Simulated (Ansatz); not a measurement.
**Strength of the C–H bond: C2H2F → C2HF + H**

Species: C2H2F `C=[C]F`, doublet; C2HF (fluoroacetylene) `C#CF`, singlet; H atom, doublet. 

Shapes, held fixed at every level: PBE0-D4/def2-TZVP. Programs: Ansatz 0.2.0. The zero-point and thermal change to 298 K, harmonic and unscaled (PBE0-D4/def2-TZVP), is -21.2 kJ/mol.

```json
{"level": "HF/def2-SVP", "kind": "Hartree–Fock", "ΔH(298 K) (kJ/mol)": "+226.6", "CPU time (sum over the molecules)": "–"}
{"level": "HF/def2-TZVPP", "kind": "Hartree–Fock", "ΔH(298 K) (kJ/mol)": "+225.0", "CPU time (sum over the molecules)": "–"}
{"level": "r2SCAN-D4/def2-TZVPP", "kind": "meta-GGA", "ΔH(298 K) (kJ/mol)": "+244.0", "CPU time (sum over the molecules)": "12 s"}
{"level": "B3LYP-D4/def2-TZVPP", "kind": "global hybrid", "ΔH(298 K) (kJ/mol)": "+228.2", "CPU time (sum over the molecules)": "7 s"}
{"level": "PBE0-D4/def2-TZVPP", "kind": "global hybrid", "ΔH(298 K) (kJ/mol)": "+230.1", "CPU time (sum over the molecules)": "16 s"}
{"level": "r2SCAN0-D4/def2-TZVPP", "kind": "global hybrid", "ΔH(298 K) (kJ/mol)": "+248.7", "CPU time (sum over the molecules)": "9.2 s"}
{"level": "wB97X-V/def2-TZVPP", "kind": "range-separated hybrid", "ΔH(298 K) (kJ/mol)": "+224.0", "CPU time (sum over the molecules)": "21 s"}
{"level": "B2PLYP/def2-TZVPP", "kind": "double hybrid", "ΔH(298 K) (kJ/mol)": "+213.7", "CPU time (sum over the molecules)": "16 s"}
```

B2PLYP/def2-TZVPP gives ΔH(298 K) = +213.7 kJ/mol; the levels span +213.7 to +248.7. A fragment pairs its electrons up again, so this isn't a typical strength of such a bond. The median of the levels is +227.4. No measured value is set beside it here. Spin contamination: C2H2F (⟨S²⟩ up to 0.93). Open shells run unrestricted unless RO is named. Times are processor times on shared x86 and Arm servers, and rough.
